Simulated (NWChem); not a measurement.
**Correlation energy of O (-1)**

```xyz
1

O      0.0000     0.0000     0.0000
```
Charge -1, spin multiplicity 2.

Program: NWChem.

Basis set: def2-SVPD. Each correlation energy counts from its own Hartree-Fock reference.

The correlated methods keep 1 core orbital frozen. The stability of the SCF solutions was not checked. Open-shell Hartree-Fock references start from PBE0 orbitals. Coupled-cluster values serve here as a point of comparison, not as the truth.

### Question
For the correlation energy, CCSDT on ROHF gives -192.5 mHa and CCSD(T) on UHF gives -187.4 mHa. What do CCSD on ROHF, CCSD[T] on ROHF, SCS-UMP2 give?

### Answer
CCSD on ROHF: -186.3 mHa; CCSD[T] on ROHF: -193.7 mHa; SCS-UMP2: -167.2 mHa.
